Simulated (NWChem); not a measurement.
Dipole moment of silicon monoxide (OSi)

```
Si
O 1 1.5233
```
Charge 0, spin multiplicity 1.

The numbers come from NWChem runs, not from measurements. All single points use one geometry, from PBE0/def2-SVP, a minimum by its harmonic frequencies.

Basis set: def2-SVPD. The CCSD dipole comes from the Λ equations, without orbital relaxation.

The correlated methods keep 6 core orbitals frozen. B3LYP has NWChem's definition, with VWN1-RPA local correlation. Coupled-cluster values serve here as a point of comparison, not as the truth.

Task: Order these methods by the dipole moment they give, lowest first: LDA (SVWN5), HF, B3LYP, CCSD.

Result: LDA (SVWN5) (3.00 D), CCSD (3.13 D), B3LYP (3.24 D), HF (3.81 D)
